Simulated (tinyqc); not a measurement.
RHF in the sto-3g basis, for BH3, spin multiplicity 1, step by step (part 2 of 2). Computed by tinyqc, a small Python program that keeps every step (integrals from PySCF). Command: `OMP_NUM_THREADS=1 python tinyqc.py 29416 29417 out.jsonl` (the two numbers bound the seeds that draw the settings). One thread of a shared host (Intel(R) Xeon(R) Processor @ 2.60GHz), about 0.08 s of CPU time with the checks.

Geometry (angstrom):
```
atom,x,y,z
B,0.0000,0.0000,0.0150
H,1.3780,0.0000,0.0000
H,-0.6890,1.1940,0.0000
H,-0.6890,-1.1940,0.0000
```

## Iteration 2: DIIS over 2 matrices

error matrix X^T (FDS - SDF) X:
```
,1,2,3,4,5,6,7,8
1,0.0000,0.0941,-0.0014,0.0000,-0.0009,-0.1808,-0.1877,-0.1877
2,-0.0941,0.0000,-0.0113,0.0000,-0.0014,0.4161,0.4044,0.4044
3,0.0014,0.0113,0.0000,0.0000,0.0000,0.6964,-0.3633,-0.3633
4,0.0000,0.0000,0.0000,0.0000,0.0000,0.0000,0.0000,0.0000
5,0.0009,0.0014,0.0000,0.0000,0.0000,-0.0065,-0.0068,-0.0068
6,0.1808,-0.4161,-0.6964,0.0000,0.0065,0.0000,-0.0080,-0.0080
7,0.1877,-0.4044,0.3633,0.0000,0.0068,0.0080,0.0000,0.0000
8,0.1877,-0.4044,0.3633,0.0000,0.0068,0.0080,0.0000,0.0000
```

B (overlaps of the stored error matrices):
```
,1,2
1,2.6710194e-01,-6.6153020e-01
2,-6.6153020e-01,2.7228657e+00
```

Minimise |sum c_i e_i|^2 with sum c_i = 1: solve [B -1; -1 0][c; lambda] = [0; -1] with B_ij = tr e_i^T e_j, and take F = sum c_i F_i.

DIIS coefficients: 0.7847  0.2153

extrapolated F (hartree):
```
,1B 1s,1B 2s,1B 2px,1B 2py,1B 2pz,2H 1s,3H 1s,4H 1s
1B 1s,-8.9730,-2.3979,0.0002,0.0000,0.0008,-0.3933,-0.3921,-0.3921
1B 2s,-2.3979,-1.3147,0.0012,0.0000,-0.0025,-0.4076,-0.4067,-0.4067
1B 2px,0.0002,0.0012,-0.4684,0.0000,0.0000,-0.2832,0.1434,0.1434
1B 2py,0.0000,0.0000,0.0000,-0.3784,0.0000,0.0000,-0.2173,0.2173
1B 2pz,0.0008,-0.0025,0.0000,0.0000,-0.7683,0.0029,0.0029,0.0029
2H 1s,-0.3933,-0.4076,-0.2832,0.0000,0.0029,-0.3087,-0.0747,-0.0747
3H 1s,-0.3921,-0.4067,0.1434,-0.2173,0.0029,-0.0747,-0.3111,-0.0843
4H 1s,-0.3921,-0.4067,0.1434,0.2173,0.0029,-0.0747,-0.0843,-0.3111
```

## Iteration 2: diagonalisation and new density

X:
```
,1B 1s,1B 2s,1B 2px,1B 2py,1B 2pz,2H 1s,3H 1s,4H 1s
1B 1s,1.0327,-0.1691,0.0000,0.0000,0.0003,0.0251,0.0251,0.0251
1B 2s,-0.1691,1.2594,0.0002,0.0000,-0.0027,-0.2476,-0.2473,-0.2473
1B 2px,0.0000,0.0002,1.1325,0.0000,0.0000,-0.2702,0.1350,0.1350
1B 2py,0.0000,0.0000,0.0000,1.1325,0.0000,0.0000,-0.2339,0.2339
1B 2pz,0.0003,-0.0027,0.0000,0.0000,1.0000,0.0029,0.0029,0.0029
2H 1s,0.0251,-0.2476,-0.2702,0.0000,0.0029,1.1626,-0.0093,-0.0093
3H 1s,0.0251,-0.2473,0.1350,-0.2339,0.0029,-0.0093,1.1624,-0.0093
4H 1s,0.0251,-0.2473,0.1350,0.2339,0.0029,-0.0093,-0.0093,1.1624
```

Diagonalise F' = X^T F X, C = X C', fill 4 alpha and 4 beta electrons from the bottom; D = 2 C_occ C_occ^T. Each column has its largest component positive (the first on a tie).

F' = X^T F X (hartree):
```
,1,2,3,4,5,6,7,8
1,-8.8199,-1.1148,0.0002,0.0000,0.0014,-0.0562,-0.0556,-0.0556
2,-1.1148,-0.7435,0.0017,0.0000,-0.0041,-0.1774,-0.1727,-0.1727
3,0.0002,0.0017,-0.3657,0.0000,0.0000,-0.1900,0.0949,0.0949
4,0.0000,0.0000,0.0000,-0.2799,0.0000,0.0000,-0.1497,0.1497
5,0.0014,-0.0041,0.0000,0.0000,-0.7683,0.0015,0.0015,0.0015
6,-0.0562,-0.1774,-0.1900,0.0000,0.0015,-0.1168,-0.0140,-0.0140
7,-0.0556,-0.1727,0.0949,-0.1497,0.0015,-0.0140,-0.1305,-0.0160
8,-0.0556,-0.1727,0.0949,0.1497,0.0015,-0.0140,-0.0160,-0.1305
```

orbital energies (hartree): MO1 -8.9731, MO2 -0.7685, MO3 -0.7334, MO4 -0.5028, MO5 -0.4246, MO6 -0.0134, MO7 0.0301, MO8 0.0305

coefficients C:
```
,MO1,MO2,MO3,MO4,MO5,MO6,MO7,MO8
1B 1s,1.0010,-0.0205,-0.2620,-0.0026,0.0000,-0.1582,0.0000,0.0284
1B 2s,-0.0045,0.0751,0.9471,0.0119,0.0000,0.9313,0.0000,-0.1672
1B 2px,-0.0001,-0.0004,-0.0052,0.8076,0.0000,-0.1563,0.0000,-0.8458
1B 2py,0.0000,0.0000,0.0000,0.0000,0.7486,0.0000,0.9119,0.0000
1B 2pz,-0.0001,0.9971,-0.0764,-0.0002,0.0000,-0.0112,0.0000,0.0019
2H 1s,0.0018,0.0042,0.0687,0.2484,0.0000,-0.5247,0.0000,1.0701
3H 1s,0.0017,0.0041,0.0693,-0.1313,0.2742,-0.7747,-0.8160,-0.3502
4H 1s,0.0017,0.0041,0.0693,-0.1313,-0.2742,-0.7747,0.8160,-0.3502
```

D after iteration 2:
```
,1B 1s,1B 2s,1B 2px,1B 2py,1B 2pz,2H 1s,3H 1s,4H 1s
1B 1s,2.1421,-0.5084,-0.0016,0.0000,-0.0010,-0.0338,-0.0325,-0.0325
1B 2s,-0.5084,1.8057,0.0094,0.0000,0.0050,0.1366,0.1288,0.1288
1B 2px,-0.0016,0.0094,1.3045,0.0000,-0.0002,0.4005,-0.2128,-0.2128
1B 2py,0.0000,0.0000,0.0000,0.0000,0.0000,0.0000,0.0000,0.0000
1B 2pz,-0.0010,0.0050,-0.0002,0.0000,1.9999,-0.0022,-0.0023,-0.0023
2H 1s,-0.0338,0.1366,0.4005,0.0000,-0.0022,0.1329,-0.0557,-0.0557
3H 1s,-0.0325,0.1288,-0.2128,0.0000,-0.0023,-0.0557,0.0441,0.0441
4H 1s,-0.0325,0.1288,-0.2128,0.0000,-0.0023,-0.0557,0.0441,0.0441
```

## Iteration 18 (converged): orbitals

converged F (hartree):
```
,1B 1s,1B 2s,1B 2px,1B 2py,1B 2pz,2H 1s,3H 1s,4H 1s
1B 1s,-7.4270,-2.1764,0.0000,0.0000,-0.0003,-0.3614,-0.3610,-0.3610
1B 2s,-2.1764,-1.0448,-0.0001,0.0000,0.0023,-0.4505,-0.4502,-0.4502
1B 2px,0.0000,-0.0001,-0.1113,0.0000,0.0000,-0.3584,0.1791,0.1791
1B 2py,0.0000,0.0000,0.0000,-0.1112,0.0000,0.0000,-0.3103,0.3103
1B 2pz,-0.0003,0.0023,0.0000,0.0000,0.2439,0.0027,0.0027,0.0027
2H 1s,-0.3614,-0.4505,-0.3584,0.0000,0.0027,-0.2995,-0.0836,-0.0836
3H 1s,-0.3610,-0.4502,0.1791,-0.3103,0.0027,-0.0836,-0.2992,-0.0834
4H 1s,-0.3610,-0.4502,0.1791,0.3103,0.0027,-0.0836,-0.0834,-0.2992
```

As before.

F' = X^T F X (hartree):
```
,1,2,3,4,5,6,7,8
1,-7.2350,-1.1819,0.0000,0.0000,0.0002,-0.0159,-0.0158,-0.0158
2,-1.1819,-0.2768,0.0001,0.0000,-0.0018,-0.3257,-0.3255,-0.3255
3,0.0000,0.0001,0.1626,0.0000,0.0000,-0.4125,0.2061,0.2061
4,0.0000,0.0000,0.0000,0.1626,0.0000,0.0000,-0.3571,0.3571
5,0.0002,-0.0018,0.0000,0.0000,0.2439,0.0034,0.0034,0.0034
6,-0.0159,-0.3257,-0.4125,0.0000,0.0034,0.0104,-0.0214,-0.0214
7,-0.0158,-0.3255,0.2061,-0.3571,0.0034,-0.0214,0.0103,-0.0215
8,-0.0158,-0.3255,0.2061,0.3571,0.0034,-0.0214,-0.0215,0.0103
```

orbital energies (hartree): MO1 -7.4322, MO2 -0.6086, MO3 -0.4122, MO4 -0.4121, MO5 0.2438, MO6 0.4965, MO7 0.6064, MO8 0.6065

coefficients C:
```
,MO1,MO2,MO3,MO4,MO5,MO6,MO7,MO8
1B 1s,0.9914,-0.2244,0.0001,0.0000,-0.0059,-0.2521,0.0000,-0.0006
1B 2s,0.0330,0.6221,-0.0004,0.0000,0.0254,1.1872,0.0000,0.0031
1B 2px,0.0000,0.0002,0.4991,0.0000,0.0000,-0.0023,0.0000,1.0690
1B 2py,0.0000,0.0000,0.0000,0.4991,0.0000,0.0000,1.0690,0.0000
1B 2pz,0.0000,-0.0017,0.0000,0.0000,0.9997,-0.0274,0.0000,-0.0001
2H 1s,-0.0052,0.2770,0.5402,0.0000,-0.0104,-0.6473,0.0000,-0.8362
3H 1s,-0.0052,0.2767,-0.2703,0.4679,-0.0105,-0.6500,-0.7226,0.4156
4H 1s,-0.0052,0.2767,-0.2703,-0.4679,-0.0105,-0.6500,0.7226,0.4156
```

D after iteration 18:
```
,1B 1s,1B 2s,1B 2px,1B 2py,1B 2pz,2H 1s,3H 1s,4H 1s
1B 1s,2.0666,-0.2137,0.0000,0.0000,0.0007,-0.1346,-0.1346,-0.1346
1B 2s,-0.2137,0.7763,-0.0001,0.0000,-0.0021,0.3439,0.3441,0.3441
1B 2px,0.0000,-0.0001,0.4983,0.0000,0.0000,0.5394,-0.2697,-0.2697
1B 2py,0.0000,0.0000,0.0000,0.4983,0.0000,0.0000,0.4671,-0.4671
1B 2pz,0.0007,-0.0021,0.0000,0.0000,0.0000,-0.0010,-0.0010,-0.0010
2H 1s,-0.1346,0.3439,0.5394,0.0000,-0.0010,0.7371,-0.1387,-0.1387
3H 1s,-0.1346,0.3441,-0.2697,0.4671,-0.0010,-0.1387,0.7371,-0.1386
4H 1s,-0.1346,0.3441,-0.2697,-0.4671,-0.0010,-0.1387,-0.1386,0.7371
```

## Convergence

Stop when the energy changes by less than 1e-08 hartree and every element of the error matrix X^T (F D S - S D F) X is below 3e-05.

Course of the cycle:
```
iteration,E (hartree),change,largest element of the error matrix
1,-6.310673,-,1.86e-01
2,-24.237345,-1.79e+01,6.96e-01
3,-24.686351,-4.49e-01,5.71e-01
4,-24.904280,-2.18e-01,4.49e-01
5,-24.954611,-5.03e-02,4.19e-01
6,-25.164192,-2.10e-01,2.37e-01
7,-25.244434,-8.02e-02,1.27e-01
8,-25.856706,-6.12e-01,2.85e-01
9,-25.883072,-2.64e-02,2.61e-01
10,-25.878113,4.96e-03,2.65e-01
11,-25.901498,-2.34e-02,2.42e-01
12,-25.954519,-5.30e-02,1.67e-01
13,-25.999224,-4.47e-02,1.48e-02
14,-25.999700,-4.76e-04,1.28e-03
15,-25.999707,-6.53e-06,4.82e-04
16,-25.999707,-9.60e-07,8.12e-05
17,-25.999708,-3.67e-08,3.12e-06
18,-25.999708,-4.71e-11,6.82e-07
```

PySCF RHF in the same basis = -25.999708 hartree

Converged in 18 iterations.

## Populations, bond orders and dipole

overlap S:
```
,1B 1s,1B 2s,1B 2px,1B 2py,1B 2pz,2H 1s,3H 1s,4H 1s
1B 1s,1.0000,0.2693,0.0000,0.0000,0.0000,0.0435,0.0434,0.0434
1B 2s,0.2693,1.0000,0.0000,0.0000,0.0000,0.3836,0.3833,0.3833
1B 2px,0.0000,0.0000,1.0000,0.0000,0.0000,0.4200,-0.2098,-0.2098
1B 2py,0.0000,0.0000,0.0000,1.0000,0.0000,0.0000,0.3636,-0.3636
1B 2pz,0.0000,0.0000,0.0000,0.0000,1.0000,-0.0046,-0.0046,-0.0046
2H 1s,0.0435,0.3836,0.4200,0.0000,-0.0046,1.0000,0.0610,0.0610
3H 1s,0.0434,0.3833,-0.2098,0.3636,-0.0046,0.0610,1.0000,0.0609
4H 1s,0.0434,0.3833,-0.2098,-0.3636,-0.0046,0.0610,0.0609,1.0000
```

Mulliken: Z minus the diagonal of D S on the atom; Loewdin: the same with S^(1/2) D S^(1/2); Mayer order: 2 sum_s sum (D(s) S)_ij (D(s) S)_ji over the two atoms.

Charges (e):
```
atom,Mulliken,Loewdin
1B,0.2182,0.2110
2H,-0.0727,-0.0703
3H,-0.0727,-0.0703
4H,-0.0727,-0.0703
```

Mayer bond orders:
```
pair,order
2-1,0.9788
3-1,0.9787
3-2,0.0080
4-1,0.9787
4-2,0.0080
4-3,0.0080
```

dipole moment about the origin, x y z (debye): -0.0001  0.0000  0.0394
